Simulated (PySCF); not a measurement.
N-ethylisopropylamine, C₅H₁₃N.
Numbering: `[CH3:1][CH2:2][NH:3][CH:4]([CH3:5])[CH3:6]` (hydrogens: H7, H8, H9 on C1; H10, H11 on C2; H12 on N3; H13 on C4; H14, H15, H16 on C5; H17, H18, H19 on C6)

The same species was optimised twice, with GFN2-xTB and with PBE0-D3(BJ)/def2-SVP (PySCF), and the same property calculations (PySCF, gas phase) were run on both structures.

| coordinate | GFN2-xTB | PBE0-D3(BJ)/def2-SVP | change |
| --- | --- | --- | --- |
| C4–C6 (Å) | 1.536 | 1.523 | -0.013 |
| C4–C5 (Å) | 1.528 | 1.521 | -0.007 |
| C1–C2 (Å) | 1.523 | 1.517 | -0.006 |
| C2–N3 (Å) | 1.449 | 1.444 | -0.005 |
| N3–C4 (Å) | 1.452 | 1.452 | 0.000 |
| N3–C4–C6 (°) | 114.1 | 110.9 | -3.2 |
| C1–C2–N3 (°) | 109.8 | 111.0 | +1.2 |
| C5–C4–C6 (°) | 110.1 | 110.9 | +0.8 |
| N3–C4–C5 (°) | 108.2 | 108.8 | +0.6 |
| C2–N3–C4 (°) | 116.3 | 116.2 | -0.1 |
| C1–C2–N3–C4 (°) | -176 | -176 | 0 |
| C2–N3–C4–C5 (°) | 167 | 168 | +1 |

Rotational constants: A = 6751, B = 1834, C = 1571 MHz (GFN2-xTB) against A = 6760, B = 1852, C = 1575 MHz (PBE0-D3(BJ)/def2-SVP). Point groups within 0.08 Å: C1 and C1. Atoms that the bonding makes alike are paired by their places after alignment.

On the GFN2-xTB structure: lowest singlet, TDDFT (eV) 5.57 [B3LYP/def2-SVPD]; lowest triplet, Tamm–Dancoff (eV) 5.42 [B3LYP/def2-SVPD]; isotropic polarisability (au) 73.5 [B3LYP/def2-SVPD]; HOMO (eV) -6.04 [B3LYP/def2-SVPD]; LUMO (eV) 0.46 [B3LYP/def2-SVPD]; dipole (D) 0.86 [B3LYP/def2-SVPD]; HOMO (eV) -6.19 [PBE0/pcSseg-1]; LUMO (eV) 1.49 [PBE0/pcSseg-1]; dipole (D) 0.89 [PBE0/pcSseg-1]; GIAO shielding of C1 (ppm) 168.0 [PBE0/pcSseg-1]; GIAO shielding of C2 (ppm) 140.5 [PBE0/pcSseg-1]; GIAO shielding of N3 (ppm) 185.0 [PBE0/pcSseg-1]; GIAO shielding of C4 (ppm) 133.3 [PBE0/pcSseg-1]; GIAO shielding of C5/C6 (mean) (ppm) 161.7 [PBE0/pcSseg-1].

Problem. What do these properties become on the PBE0-D3(BJ)/def2-SVP structure?

Solution. 
```
                                    property            level  on GFN2-xTB  on PBE0-D3(BJ)/def2-SVP  change
                  lowest singlet, TDDFT (eV)  B3LYP/def2-SVPD         5.57                     5.70   +0.13
           lowest triplet, Tamm–Dancoff (eV)  B3LYP/def2-SVPD         5.42                     5.52   +0.10
               isotropic polarisability (au)  B3LYP/def2-SVPD         73.5                     75.0    +1.5
                                   HOMO (eV)  B3LYP/def2-SVPD        -6.04                    -6.18   -0.14
                                   LUMO (eV)  B3LYP/def2-SVPD         0.46                     0.45   -0.01
                                  dipole (D)  B3LYP/def2-SVPD         0.86                     0.86    0.00
energy, GFN2-xTB geometry as zero (kcal/mol)  B3LYP/def2-SVPD          0.0                     -1.3    -1.3
                                   HOMO (eV)    PBE0/pcSseg-1        -6.19                    -6.30   -0.11
                                   LUMO (eV)    PBE0/pcSseg-1         1.49                     1.44   -0.05
                                  dipole (D)    PBE0/pcSseg-1         0.89                     0.88   -0.01
energy, GFN2-xTB geometry as zero (kcal/mol)    PBE0/pcSseg-1          0.0                     -0.7    -0.7
                  GIAO shielding of C1 (ppm)    PBE0/pcSseg-1        168.0                    166.5    -1.5
                  GIAO shielding of C2 (ppm)    PBE0/pcSseg-1        140.5                    140.0    -0.5
                  GIAO shielding of N3 (ppm)    PBE0/pcSseg-1        185.0                    183.9    -1.1
                  GIAO shielding of C4 (ppm)    PBE0/pcSseg-1        133.3                    133.7    +0.4
        GIAO shielding of C5/C6 (mean) (ppm)    PBE0/pcSseg-1        161.7                    159.7    -2.0
```

The heavy atoms differ by 0.030 Å rms after alignment (one structure mirrored). Among bonds between heavy atoms C4–C6 changes most (-0.013 Å). Changes are differences of the printed values. Neither structure is proved a minimum here.

The values belong to the conformer `[CH3:1][CH2:2][NH:3][CH:4]([CH3:5])[CH3:6]`: C1–C2–N3–C4 -176°, C2–N3–C4–C5 168°.
